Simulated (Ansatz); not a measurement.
# NaSiH₂+: functionals against CCSD(T) at one geometry

An exercise on one series of results from a longer session: the logs are not shown, and one member is left open.

Method: single points in def2-TZVPP; program: Ansatz 0.2.0, Gaussian basis.

Cores are frozen in the correlated methods. The outer core shell of Li, Na, Mg and K is correlated.

### The starting structure

SMILES `[Na][SiH2+]`, 4 atoms, charge 1, spin multiplicity 1.

Atoms are counted from 1 here; the program's logs count them from 0.

Bond lengths: Na1–Si2 3.063 Å, Si2–H3 1.568 Å, Si2–H4 1.343 Å. Angles: Na1–Si2–H3 126.2°, Na1–Si2–H4 137.5°, H3–Si2–H4 96.3°.

Coordinates:

```xyz
4
charge 1, multiplicity 1
Na   -2.58240    1.05440   -0.26480
Si    0.25090   -0.06460    0.05480
H     0.78990   -1.40870   -0.54680
H     1.40090    0.30640    0.64090
```

The first run:

run/in.yaml

```yaml
crystal:
  periodic: [false, false, false]
  atoms:
    - {symbol: Na, position_ang: [-2.582400, 1.054400, -0.264800]}
    - {symbol: Si, position_ang: [0.250900, -0.064600, 0.054800]}
    - {symbol: H, position_ang: [0.789900, -1.408700, -0.546800]}
    - {symbol: H, position_ang: [1.400900, 0.306400, 0.640900]}
basis:
  gaussian: {orbitals: def2-TZVPP}
total_charge: 1
correlation: {method: ccsd_t}
output: {forces: true}
```

No record of the launch command was kept for these runs.

Steps of the session up to this table: CCSD(T)/def2-TZVPP; PBE0-D4/def2-TZVPP; wB97M-V/def2-TZVPP; r2SCAN-D4/def2-TZVPP; PBE-D4/def2-TZVPP; BHLYP-D4/def2-TZVPP; SPW92/def2-TZVPP.

One of the session's tables, all rows but one given; the rest of the session is left out.

| method | RMS force component (eV/Å) | angle to CCSD(T) forces (°) |
| --- | --- | --- |
| CCSD(T) | 1.571 | reference |
| PBE0-D4 | 1.604 | 1.7 |
| wB97M-V | 1.549 | 1.3 |
| r2SCAN-D4 | 1.587 | 1.8 |
| PBE-D4 | 1.636 | 5.1 |
| BHLYP-D4 | ? | ? |
| SPW92 | 1.658 | 6.5 |

Q: Estimate the row for BHLYP-D4 from the others.

**Answer.** RMS force component (eV/Å): 1.528; angle to CCSD(T) forces (°): 3.8. In the column «RMS force component (eV/Å)» it is the lowest.
